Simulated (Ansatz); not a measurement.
Relaxed structures of Si$_{2}$H$_{7}$S (charge +1), closed shell (PBE0-D4/def2-TZVP; forces vanish, vibrations not checked; lower isomers may exist, and structures with a doubtful reference or unclear bonds are left out; Å). Computed with Ansatz 0.2.0 (basis: def2-TZVPP); correlated methods freeze the cores.

Question: Rank them by CCSD(T) energy, lowest first, and give each one's height above the lowest. Links in brackets join atoms within 1.22 times the sum of their covalent radii (1.1 for two metals). (To be estimated.)
A.
Si₂H₇S ([SiH3][SiH][SH3]), total charge +1
```
10
angstrom
Si -0.6163 -1.4797 -0.4059
S -1.1529 0.7126 -0.5887
Si 1.2393 -0.6641 0.9142
H -2.1581 1.1000 -1.4285
H -0.3782 1.8317 -0.8323
H -1.7162 1.2133 0.5390
H 0.0355 -1.1667 -1.7433
H 1.7499 0.6520 0.4330
H 0.8056 -0.5429 2.3264
H 2.2560 -1.7252 0.7262
```
B.
Si₂H₇S ([SiH3][H][SiH2][SH]), total charge +1
```
10
angstrom
Si -0.7929 0.3526 -0.4100
S -0.4589 -1.2707 -1.6565
Si 1.6462 -0.3382 1.1957
H -1.7459 0.0769 0.6751
H -0.7404 1.7037 -0.9939
H 2.0725 0.5149 2.3202
H 0.1656 -0.5326 -2.5966
H 2.5820 -0.4880 0.0690
H 0.5591 0.6413 0.5506
H 0.8554 -1.5318 1.5428
```
C.
Si₂H₇S ([SiH2][SH2][SiH3]), total charge +1
```
10
angstrom
Si -1.4756 0.9955 -0.5575
S -0.1601 -0.8835 -0.3542
Si 1.7067 -1.0162 1.1311
H -2.4813 0.6373 -1.5761
H -0.4316 1.9512 -0.9647
H -1.9471 1.0816 0.8352
H 0.1320 -1.1591 -1.6481
H 1.9220 0.2986 0.3719
H 0.6301 -0.3549 1.9957
H -1.0952 -1.8589 -0.2376
```
D.
Si₂H₇S ([SiH3][SH][SiH3]), total charge +1
```
10
angstrom
Si -1.3933 0.9726 -0.5459
S -0.4418 -1.0659 -0.3776
Si 1.3802 -0.6884 0.8979
H -2.4075 0.7562 -1.5924
H -0.2975 1.8917 -0.9063
H -1.9156 1.1394 0.8225
H 0.1708 -1.0885 -1.5805
H 2.0335 0.4973 0.3125
H 0.7476 -0.4614 2.2099
H 2.1235 -1.9530 0.7598
```

Answer: The calculation gives: D (0.0 kJ/mol), B (75.5 kJ/mol), C (307.3 kJ/mol), A (396.8 kJ/mol). Heights count from the lowest.

The T1 diagnostic stays at or below 0.018.

For scale, one of the runs: CCSD(T)/def2-TZVPP, 224 basis functions, launched by `ansatz run in.yaml --threads 2 --pin off --events-out ev --progress --plain --max-ram 4352MiB`. The run took 72 s on 2 CPU threads of an Arm Neoverse V2 (shared host), with 3.1 GiB of host memory at its peak.
